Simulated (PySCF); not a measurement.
Some computed properties have been withheld. Give your best values.

Compound: propiolamide, C₃H₃NO.
Numbering: `[CH:1]#[C:2][C:3]([NH2:4])=[O:5]` (hydrogens: H6 on C1; H7, H8 on N4)

Cartesian coordinates in Å at the GFN2-xTB level; atoms count from 1:
```xyz
8
C3H3NO angstrom
C      2.0235    0.1429   -0.4232
C      0.8682    0.2729   -0.1283
C     -0.5093    0.5227    0.2478
N     -1.2941   -0.5786    0.1400
O     -0.9112    1.6007    0.6186
H      3.0326    0.0136   -0.6855
H     -2.2689   -0.5032    0.3778
H     -0.9318   -1.4615   -0.1717
```

| property | level | value |
| --- | --- | --- |
| point group of the GFN2-xTB geometry | GFN2-xTB | Cs |
| rotational constants A, B, C of the GFN2-xTB geometry | GFN2-xTB | 11.518, 4.192, 3.073 GHz |
| dipole moment | B3LYP/def2-SVPD | ? |
| HOMO energy | B3LYP/def2-SVPD | ? |
| LUMO energy | B3LYP/def2-SVPD | ? |
| lowest singlet excitation | TDDFT B3LYP/def2-SVPD | 4.79 eV (259 nm, f = 0.000) |
| strongest line among the 8 lowest singlet transitions | TDDFT B3LYP/def2-SVPD | S8 at 7.33 eV (169 nm, f = 0.091) |
| lowest triplet excitation (Tamm–Dancoff) | TDA B3LYP/def2-SVPD | ? |
| static isotropic polarisability | B3LYP/def2-SVPD | ? |
| electronic spatial extent ⟨r²⟩ about the centre of nuclear charge | B3LYP/def2-SVPD | ? |
| 13C chemical shifts (computed TMS as zero) by class | GIAO PBE0/pcSseg-1 | 153.4 (C3), 81.0 (C2), 80.2 (C1) ppm |
| 1H chemical shifts (computed TMS as zero) by class | GIAO PBE0/pcSseg-1 | 4.91 (H7/H8), 2.13 (H6) ppm |
| isotropic shieldings of nuclei other than C and H, by class | GIAO PBE0/pcSseg-1 | 144 (N4), -104 (O5) ppm |
| largest of the computed one-bond spin–spin couplings (means over like bonds) | B3LYP/pcJ-1 | 13C–1H +268.3 (C1–H6), 13C–13C +207.3 (C1–C2), 13C–13C +112.2 (C2–C3), 15N–1H -96.5 (N4–H7 and 1 like it), 17O–13C +23.9 (O5–C3), 15N–13C -22.3 (N4–C3) Hz |

Electronic properties: PySCF, gas phase, density fitting. NMR classes are plain means over equivalent atoms (diastereotopic ones count apart unless rotation or inversion swaps them), as if these changed places fast; in this geometry the members of some classes differ.

What is the HOMO energy?

-7.70 eV.

What is the lowest triplet excitation (Tamm–Dancoff)?

4.37 eV.

The electronic spatial extent ⟨r²⟩ about the centre of nuclear charge?

390 bohr².

The dipole moment?

3.96 D.

The static isotropic polarisability?

47.0 au.

Give the LUMO energy.

-1.35 eV.

The vertical singlet–triplet gap S1 − T1 is 0.42 eV (TDDFT singlet less Tamm–Dancoff triplet; S1: HOMO→LUMO, weight 0.99; T1: HOMO→LUMO, weight 0.97). With B = h/(8π²I), that is 505.379 GHz u Å² over I, the principal moments of inertia are 43.9, 120.6 and 164.4 u Å² (most abundant isotopes); the inertial defect Ic − Ia − Ib is -0.1 u Å² (zero for a rigid planar frame, negative otherwise). The dipole equals about 13.2 × 10⁻³⁰ C·m (1 D = 3.33564 × 10⁻³⁰ C·m). The rotational constants make it an asymmetric top with κ = (2B − A − C)/(A − C) = -0.74, nearer the prolate limit (−1).
